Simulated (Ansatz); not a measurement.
**How far each method lies from full CI for Al–CH₂, quartet**

Geometry: a point of a breathe scan, not a stationary point.

```csv
atom,x (Å),y (Å),z (Å)
Al,0.0000,0.0000,0.8973
C,0.0000,0.0000,-1.6173
H,0.0000,1.1829,-2.3738
H,0.0000,-1.1829,-2.3738
```

Basis 6-31G; Ansatz 0.2.0. Only valence electrons are correlated (noble-gas cores frozen), which leaves 9 electrons in 20 orbitals. Prefix R: restricted or restricted open-shell reference; prefix U: unrestricted. Active spaces: valence = (9e, 10o) chosen from the atoms' valence shells; pair = (5e, 5o) about the gap.

Full CI is exact within this basis and frozen core; it isn't the basis-set limit. The frozen core follows each run's orbitals, which can shift R against U totals by a few meV.

Unrestricted rows (U) aren't spin-pure: their determinants' ⟨S²⟩ exceeds S(S+1) by up to 0.11, so they mix in states of higher spin. For open shells CISD is restricted-active-space CI with the open shells as a complete middle space.

- UHF ⟨S²⟩: 3.857
- T1 diagnostic (RCCSD): 0.0642
- largest doubles amplitude (RCCSD): 0.101
- T1 diagnostic (UCCSD): 0.0332

```json
{"level": "RHF", "E − E(full CI) (meV)": "3865", "share of correlation (%)": "0.00", "wall time": "–"}
{"level": "UHF", "E − E(full CI) (meV)": "3540", "share of correlation (%)": "8.40", "wall time": "–"}
{"level": "RMP2", "E − E(full CI) (meV)": "1187", "share of correlation (%)": "69.29", "wall time": "–"}
{"level": "UMP2", "E − E(full CI) (meV)": "1089", "share of correlation (%)": "71.83", "wall time": "–"}
{"level": "CISD", "E − E(full CI) (meV)": "439", "share of correlation (%)": "88.64", "wall time": "0.87 s"}
{"level": "RCCSD", "E − E(full CI) (meV)": "131", "share of correlation (%)": "96.60", "wall time": "–"}
{"level": "UCCSD", "E − E(full CI) (meV)": "128", "share of correlation (%)": "96.69", "wall time": "–"}
{"level": "RCCSD(T)", "E − E(full CI) (meV)": "38", "share of correlation (%)": "99.02", "wall time": "0.87 s"}
{"level": "UCCSD(T)", "E − E(full CI) (meV)": "39", "share of correlation (%)": "98.99", "wall time": "0.84 s"}
{"level": "BCCD(T)", "E − E(full CI) (meV)": "39", "share of correlation (%)": "98.98", "wall time": "0.99 s"}
{"level": "RCCSDT", "E − E(full CI) (meV)": "9", "share of correlation (%)": "99.78", "wall time": "–"}
{"level": "UCCSDT", "E − E(full CI) (meV)": "8", "share of correlation (%)": "99.79", "wall time": "–"}
{"level": "RCCSDT(Q)", "E − E(full CI) (meV)": "1", "share of correlation (%)": "99.97", "wall time": "3 s"}
{"level": "UCCSDT(Q)", "E − E(full CI) (meV)": "0", "share of correlation (%)": "99.99", "wall time": "2.9 s"}
{"level": "CASSCF (valence space)", "E − E(full CI) (meV)": "982", "share of correlation (%)": "74.59", "wall time": "–"}
{"level": "NEVPT2 (valence space)", "E − E(full CI) (meV)": "274", "share of correlation (%)": "92.92", "wall time": "3 s"}
{"level": "MRCISD (valence space)", "E − E(full CI) (meV)": "54", "share of correlation (%)": "98.60", "wall time": "–"}
{"level": "MRCISD+Q (valence space)", "E − E(full CI) (meV)": "30", "share of correlation (%)": "99.21", "wall time": "5.5 s"}
```

The correlation energy at full CI, counted from RHF, is -3.865 eV. That run took 2.5 min on 1 thread of Intel Xeon 6975P-C, shared host over 11,075,136 determinants.

Run but not shown, since their state or frozen core can't be matched to the reference's or they repeat it: CASSCF (pair space), MRCISD (pair space), MRCISD+Q (pair space).

Times hold each run's SCF and search for its determinant on a shared host, so for small cases they say little of a method's own cost; they ran on 1 thread of Intel Xeon 6975P-C.

The full-CI state has the irrep A2 of C2v, in the program's axes.

Natural occupations of full CI about the gap: 1.953 1.928 1.902 1.001 0.994 0.983 0.064 0.053 0.051 0.037; effectively unpaired electrons, Σ n²(2−n)², 3.10.
